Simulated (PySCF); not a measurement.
## How good is the calculation?

Structure with atom numbers: `[Cl:1][c:2]1[cH:3][cH:4][cH:5][cH:6][cH:7]1`; H(Xn) means a hydrogen on atom n.

Published estimates (parent shift plus substituent increments) and measurements: δ 1H H(C3)/H(C7) 7.34; H(C4)/H(C6) 7.30; H(C5) 7.24 ppm (measured; solution, not stated in the table (CDCl3 in this author's series); The use of chemical shift calculations in the conformational analysis of substituted benzenes, New J. Chem. 2019 (ESI)).
δ 1H H(C3)/H(C7) 7.31; H(C4)/H(C6) 7.26; H(C5) 7.20 ppm (measured; solution, diethyl ether, 325 K; Shapiro, Mohrmann, J. Phys. Chem. Ref. Data 1977, 6, 919).
δ 13C C2 134.7; C4/C6 129.8; C3/C7 128.9; C5 126.6 ppm (estimated from measurements, as parent shift plus tabulated substituent increment; solution, CCl4; Levy, Lichter, Nelson pp. 111-112; Breitmaier, Voelter pp. 256-258, as tabulated by Wired Chemist).
δ 1H H(C3)/H(C7) 7.29; H(C4)/H(C6) 7.24; H(C5) 7.17 ppm (measured; solution, CCl4, 325 K; Shapiro, Mohrmann, J. Phys. Chem. Ref. Data 1977, 6, 919).
δ 1H H(C3)/H(C7) 7.24; H(C4)/H(C6) 7.15; H(C5) 7.09 ppm (measured; solution, cyclohexane, 325 K; Shapiro, Mohrmann, J. Phys. Chem. Ref. Data 1977, 6, 919).
δ 13C C2 133.1 ppm (measured; solution, DMSO-d6; Viesser, Ducati, Tormena, Autschbach, PCCP 2018 (ESI)).

PySCF 2.14.0 with density-fitted response routines calculation with shielding tensors at PBE0/pcSseg-1 (GIAO) and GFN2-xTB structure; single conformer, isolated molecule, non-relativistic, equivalent nuclei averaged.

Problem. What does the calculation give, and how does it compare?

Solution. 
Reference values: measured (solution, not stated in the table (CDCl3 in this author's series); The use of chemical shift calculations in the conformational analysis of substituted benzenes, New J. Chem. 2019 (ESI)).
```csv
atoms,quantity,reference,computed,"computed, scaled"
H(C3)/H(C7),δ 1H,7.34,7.62,7.28
H(C4)/H(C6),δ 1H,7.30,7.60,7.26
H(C5),δ 1H,7.24,7.47,7.14
```

Reference values: measured (solution, diethyl ether, 325 K; Shapiro, Mohrmann, J. Phys. Chem. Ref. Data 1977, 6, 919).
| atoms | quantity | reference | computed | computed, scaled |
| --- | --- | --- | --- | --- |
| H(C3)/H(C7) | δ 1H | 7.31 | 7.62 | 7.28 |
| H(C4)/H(C6) | δ 1H | 7.26 | 7.60 | 7.26 |
| H(C5) | δ 1H | 7.20 | 7.47 | 7.14 |

Reference values: estimated from measurements, as parent shift plus tabulated substituent increment (solution, CCl4; Levy, Lichter, Nelson pp. 111-112; Breitmaier, Voelter pp. 256-258, as tabulated by Wired Chemist).
```tsv
atoms	quantity	reference	computed	computed, scaled
C2	δ 13C	134.7	146.2	134.8
C4/C6	δ 13C	129.8	135.2	129.5
C3/C7	δ 13C	128.9	134.9	129.3
C5	δ 13C	126.6	131.6	126.0
```

Reference values: measured (solution, CCl4, 325 K; Shapiro, Mohrmann, J. Phys. Chem. Ref. Data 1977, 6, 919).
```json
{"atoms": "H(C3)/H(C7)", "quantity": "δ 1H", "reference": "7.29", "computed": "7.62", "computed, scaled": "7.28"}
{"atoms": "H(C4)/H(C6)", "quantity": "δ 1H", "reference": "7.24", "computed": "7.60", "computed, scaled": "7.26"}
{"atoms": "H(C5)", "quantity": "δ 1H", "reference": "7.17", "computed": "7.47", "computed, scaled": "7.14"}
```

Reference values: measured (solution, cyclohexane, 325 K; Shapiro, Mohrmann, J. Phys. Chem. Ref. Data 1977, 6, 919).
```
      atoms  quantity  reference  computed  computed, scaled
H(C3)/H(C7)      δ 1H       7.24      7.62              7.28
H(C4)/H(C6)      δ 1H       7.15      7.60              7.26
      H(C5)      δ 1H       7.09      7.47              7.14
```

Reference values: measured (solution, DMSO-d6; Viesser, Ducati, Tormena, Autschbach, PCCP 2018 (ESI)).
| atoms | quantity | reference | computed | computed, scaled |
| --- | --- | --- | --- | --- |
| C2 | δ 13C | 133.1 | 146.2 | 134.8 |

Computed shifts are σ(ref) − σ with the named reference compound (TMS for H and C) calculated as an isolated molecule at the same level. The measured values may be among those fitted. Expected solution values come from regression of measured δ (H and C: mostly CDCl3, vs TMS) on computed σ: 1H (scatter 0.17 ppm rms, 0.18 ppm with the 4 outliers that the fit left out); 13C (scatter 2.1 ppm rms, 2.3 ppm with the 13 outliers that the fit left out, with a fitted term for attached Cl). A few per cent of atoms miss by over 2 rms, more outside the fitted compound classes.

Problem. How far are the unscaled 1H shifts from the references?

Solution. Mean signed difference +0.33 ppm, mean absolute 0.33 ppm over 12 comparisons; the largest is +0.45 ppm at H(C4)/H(C6) (hydrogen on an aromatic CH).

Problem. How far are the unscaled 13C shifts from the references?

Solution. Mean signed difference +8.20 ppm, mean absolute 8.20 ppm over 5 comparisons; the largest is +13.1 ppm at C2 (aromatic carbon bearing chlorine).

17 of the 45 published NMR values on file for this molecule are compared. The rest: values from further sources.

Carbons that carry Cl, above all several Cl atoms, come out too deshielded, partly because spin–orbit coupling is missing.
